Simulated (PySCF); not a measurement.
# CAM-B3LYP/aug-cc-pVDZ run of SiH2O2 (SMILES O[Si]O)

What is the energy change on altering one bond length of SiH2O2 at CAM-B3LYP/aug-cc-pVDZ? 

Program for the calculation: PySCF 2.14.0.

1 further run of the same task is left out (set aside as unsound or not needed).

### 1 The system as given

SiH2O2 has 5 atoms, charge 0, and is taken as a singlet. As SMILES, `O[Si]O`. The shape is that of a PBE0-D4/def2-TZVP optimisation. This is one conformer, not always the lowest.

Bond lengths: O1–Si2 1.642 Å, Si2–O3 1.663 Å, O1–H4 0.964 Å, O3–H5 0.960 Å. Angles: O1–Si2–O3 99.4°, Si2–O1–H4 117.5°, Si2–O3–H5 116.1°.

### 2 A single-point energy at CAM-B3LYP/aug-cc-pVDZ

The input, mol.xyz:

```xyz
5
H2O2Si
O     -1.443200    -0.105600    -0.275000
Si    -0.212000    -0.791300     0.567700
O      1.036000     0.187500     0.068600
H     -1.231900     0.648900    -0.836100
H      1.901100    -0.013100     0.433400
```

The input, calc.py:

```python
from pyscf import gto, dft

mol = gto.Mole()
mol.atom = 'mol.xyz'
mol.charge = 0
mol.basis = 'aug-cc-pvdz'
mol.verbose = 3
mol.max_memory = 1860
mol.build()

calc0 = dft.RKS(mol, xc='cam-b3lyp')
calc0.grids.level = 5
calc0.conv_tol = 1e-10
calc0.kernel()
if not calc0.converged:
    calc0 = calc0.newton().run(calc0.mo_coeff, calc0.mo_occ)

e_tot = calc0.e_tot
print('Final energy', e_tot)
```

Run with:

```sh
$ OMP_NUM_THREADS=1 python calc.py
```

The program printed:

```text
converged SCF energy = -441.185529720684
Final energy -441.1855297206838
```

It took 23 s on 1 thread of Intel Xeon at 2.70GHz, shared host; peak memory 0.44 GiB.

### 3 The distorted shape at the same level

The input, job.py:

```python
from pyscf import gto, dft

system = gto.M(
    atom=[
    ('O', (-1.875757, -0.005298, -0.457403)),
    ('Si', (-0.644557, -0.690998, 0.385297)),
    ('O', (0.603443, 0.287802, -0.113803)),
    ('H', (-1.664457, 0.749202, -1.018503)),
    ('H', (1.901100, -0.013100, 0.433400)),
],
    charge=0,
    max_memory=1860,
    basis='aug-cc-pvdz',
    verbose=3,
)

ks = dft.RKS(system, xc='cam-b3lyp')
ks.grids.level = 5
ks.conv_tol = 1e-10
ks.kernel()
if not ks.converged:
    ks = ks.newton().run(ks.mo_coeff, ks.mo_occ)

e_tot = ks.e_tot
print('E = %.10f Eh' % e_tot)
```

Run with:

```sh
$ OMP_NUM_THREADS=1 python job.py
```

The program printed:

```text
converged SCF energy = -441.097048109151
E = -441.0970481092 Eh
```

Wall time 23 s (1 thread of Intel Xeon at 2.70GHz, shared host); peak memory 0.44 GiB.

### 4 What came out

Level: CAM-B3LYP/aug-cc-pVDZ.

```
                                                         quantity          value
                                        first shape: total energy  -441.18553 Eh
                                       first shape: dipole moment         1.78 D
                                         first shape: HOMO energy       -8.55 eV
                                         first shape: LUMO energy       -0.27 eV
                                       first shape: HOMO–LUMO gap        8.28 eV
                                    distorted shape: total energy  -441.09705 Eh
                                   distorted shape: dipole moment         2.31 D
                                     distorted shape: HOMO energy       -8.36 eV
                                     distorted shape: LUMO energy       -1.57 eV
                                   distorted shape: HOMO–LUMO gap        6.79 eV
energy change with the O3–H5 bond stretched from 0.960 to 1.440 Å       2.408 eV
```

With the O3–H5 bond stretched from 0.960 to 1.440 Å the energy rises by 2.41 eV (232 kJ/mol). The first shape isn't relaxed at this level, so the change isn't measured from a minimum. Mulliken charges (distorted shape) run from -0.80 on O3 to +0.86 on Si2; in a basis this large or diffuse they mean little.
